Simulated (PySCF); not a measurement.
Species: (CH3)2PPF2, C2H6F2P2.
Structure used (PBE0-D3(BJ)/def2-SVP), in Å, numbered top down from 1:
```
atom  x, y, z in Å
C1    -0.506   -1.330   -0.707
P2    -0.115   -0.306    0.792
C3     1.586    0.298    0.356
P4    -1.198    1.494    0.048
F5    -2.686    0.886    0.241
F6    -1.110    2.379    1.398
H7     0.076   -2.262   -0.659
H8    -0.280   -0.827   -1.662
H9    -1.573   -1.597   -0.685
H10    1.877    1.092    1.059
H11    1.673    0.678   -0.675
H12    2.295   -0.534    0.483
```

The closed-shell ground state was solved at several levels (PySCF, density fitting, gas phase, non-relativistic).

```json
{"level": "PBE0/cc-pVTZ", "basis functions": "272", "HOMO (eV)": "-6.66", "LUMO (eV)": "-0.55", "gap (eV)": "6.11", "dipole (D)": "2.84"}
{"level": "PBE0/cc-pVDZ", "basis functions": "122", "HOMO (eV)": "-6.56", "LUMO (eV)": "-0.31", "gap (eV)": "6.25", "dipole (D)": "2.88"}
{"level": "PBE0/aug-cc-pVDZ", "basis functions": "200", "HOMO (eV)": "-6.76", "LUMO (eV)": "-0.76", "gap (eV)": "6.00", "dipole (D)": "2.99"}
{"level": "PBE0/pcSseg-2", "basis functions": "314", "HOMO (eV)": "-6.75", "LUMO (eV)": "-0.77", "gap (eV)": "5.98", "dipole (D)": "3.05"}
{"level": "PBE0/pcSseg-0", "basis functions": "74", "HOMO (eV)": "-6.88", "LUMO (eV)": "-0.49", "gap (eV)": "6.39", "dipole (D)": "3.55"}
```

Task: Estimate the row for PBE0/IGLO-III, a basis of 288 functions; the other rows only guide the guess.

Result: HOMO -6.69 eV, LUMO -0.68 eV, gap 6.01 eV, dipole 2.87 D.

Task: Over all these levels, which gives the widest orbital gap and which the narrowest?

Result: PBE0/pcSseg-0 has the widest, 6.39 eV, and PBE0/pcSseg-2 the narrowest, 5.98 eV. From the narrowest to the widest the HOMO moves by -0.13 eV and the LUMO by +0.28 eV.

Task: How much does the basis alone move the frontier levels among the 6 PBE0 rows (the withheld one included)?

Result: The HOMO by 0.32 eV and the LUMO by 0.46 eV. By rising basis size (HOMO, LUMO in eV): pcSseg-0 -6.88, -0.49; cc-pVDZ -6.56, -0.31; aug-cc-pVDZ -6.76, -0.76; cc-pVTZ -6.66, -0.55; IGLO-III -6.69, -0.68; pcSseg-2 -6.75, -0.77.

Task: How far do the dipole and the HOMO energy spread over the levels?

Result: The dipole runs from 2.84 to 3.55 D (mean 3.03 D) and the HOMO from -6.88 to -6.56 eV.

One conformer stands for the species.
